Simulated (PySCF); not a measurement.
## The electron affinity along the second row

Calculated with PySCF 2.14 from differences of total energies of unrestricted determinants, without spin-orbit coupling. Values in eV. The last column holds reference values (measured affinities from photodetachment; the arrow runs from anion to atom). Unmarked ones compare directly (S terms, centres of terms, or small fine structure); those marked * lie between the lowest fine-structure levels and include a spin-orbit shift.

```
                            element               configurations  r2SCAN  MP2 (valence)  SCS-MP2 (valence and next inner shell)  CCSD (valence and next inner shell)  CCSD(T) (valence and next inner shell)  CCSD (valence)  reference
Li (aug-cc-pCVDZ, non-relativistic)          [He] 2s2 → [He] 2s1   0.442          0.314                                   0.404                                0.604                                   0.608           0.609      0.618
C (aug-cc-pwCVDZ, non-relativistic)  [He] 2s2 2p3 → [He] 2s2 2p2   1.498          1.190                                   0.922                                1.099                                   1.148           1.094      1.262
O (aug-cc-pwCVDZ, non-relativistic)  [He] 2s2 2p5 → [He] 2s2 2p4   1.524          1.276                                   1.219                                1.087                                   1.195           1.085      1.461
F (aug-cc-pwCVDZ, non-relativistic)          [Ne] → [He] 2s2 2p5   3.371          3.550                                   3.370                                3.127                                   3.235           3.123      3.401
```

**Question.** Fill in the row of B (aug-cc-pwCVDZ, non-relativistic) ([He] 2s2 2p2 → [He] 2s2 2p1).

**Answer.** r2SCAN 0.580; MP2 (valence) 0.147; SCS-MP2 (valence and next inner shell) 0.008; CCSD (valence and next inner shell) 0.129; CCSD(T) (valence and next inner shell) 0.175; CCSD (valence) 0.125; reference 0.280 (eV).

The highest occupied level of the anion is positive for Li⁻ at r2SCAN; B⁻ at r2SCAN; C⁻ at r2SCAN; O⁻ at r2SCAN; F⁻ at r2SCAN, so there the basis helps to hold the electron.

"Valence" correlates the outer s and p shells and, in groups 3 to 12 and the f block, the outer d or f shell, open or full, or the next shell where the ion has no valence electron left; the wider scheme adds the next inner shell.
